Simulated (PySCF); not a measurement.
```xyz
7

C      1.7052     0.0036    -0.1049
C      0.5024     0.0010    -0.1171
C     -0.9463    -0.0021    -0.1319
H      2.7681     0.0059    -0.0941
H     -1.3265    -0.2531    -1.1253
H     -1.3428    -0.7347     0.5756
H     -1.3420     0.9791     0.1421
```

Charge 0, multiplicity 1.

Give the Mulliken and meta-Löwdin atomic charges from PySCF with r2SCAN-D4/def2-TZVP.


```
atom  Mulliken (e)  meta-Löwdin (e)
----  ------------  ---------------
C1           -0.09            -0.25
C2           -0.09            -0.02
C3           -0.43            -0.35
H4            0.19             0.17
H5            0.14             0.15
H6            0.14             0.15
H7            0.14             0.15
```
